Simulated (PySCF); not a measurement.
# F2: the cost of one run

Computed with PySCF 2.14.0. Level: levels as typed in each script, gas phase, geometry from GFN2-xTB.

## (1) The starting structure

SMILES `FF`, 2 atoms, charge 0, spin multiplicity 1.

Bond lengths: F1–F2 1.403 Å.

As a file:

```xyz
2

F     0.7016    0.0000    0.0000
F    -0.7016    0.0000    0.0000
```

## (2) Removing and adding an electron (CAM-B3LYP/6-311+g**)

The input, input.py:

```python
import numpy as np
from pyscf import gto, scf, dft
from pyscf.scf import atom_ks, atom_hf
from scipy.linalg import block_diag

def solve(mol, dm0=None, hcore=None):
    mf = (dft.UKS if mol.spin else dft.RKS)(mol, xc='camb3lyp')
    mf.grids.level = 3
    mf = mf.density_fit(auxbasis='def2-universal-jkfit')
    mf.conv_tol, mf.max_cycle = 1e-8, 80
    if hcore is not None:
        mf.get_hcore = lambda *args: hcore
    mf.kernel(dm0)
    if not mf.converged:
        mf = mf.newton().run(mf.mo_coeff, mf.mo_occ, max_cycle=30)
    assert mf.converged, 'SCF not converged'
    return mf

mol = gto.M(atom='''
F      0.70158     0.00000     0.00000
F     -0.70158     0.00000     0.00000
''', basis='6-311+g**', charge=0, spin=0, verbose=4)
mf = solve(mol)
out = dict(e0=mf.e_tot, dm0=mf.make_rdm1(), c=mf.mo_coeff, occ=mf.mo_occ, eps=mf.mo_energy)
for name, dq, spin in [('cation', 1, 1), ('anion', -1, 1)]:
    ion = mol.copy().set(charge=mol.charge + dq, spin=spin).build()
    mi = solve(ion)
    if spin and dq > 0 and mol.nao < 130:
        c, _, stable, _ = mi.stability(return_status=True)
        if not stable:
            mi = solve(ion, mi.make_rdm1(c, mi.mo_occ))
    print(name, 'vertical energy change / eV', (mi.e_tot - mf.e_tot) * 27.211386)
    out.update({'e_' + name: mi.e_tot, 'dm_' + name: mi.make_rdm1(), 's2_' + name: mi.spin_square()[0], 'eps_' + name: mi.mo_energy, 'occ_' + name: mi.mo_occ})
# spherically averaged free atoms, for the promolecule
atm = atom_ks.get_atm_nrks(mol, xc='camb3lyp')
pro = block_diag(*[(atm[a[0]][2] * atm[a[0]][3]) @ atm[a[0]][2].T for a in mol._atom])
np.savez('result.npz', pro=pro, **out)
```

Run with:

```console
OMP_NUM_THREADS=1 python input.py
```

What time and memory should one allow on 1 thread of Intel Xeon Platinum 8375C at 2.90GHz (Ice Lake), shared host?

About 9.8 s, with a peak of 0.2 GiB.
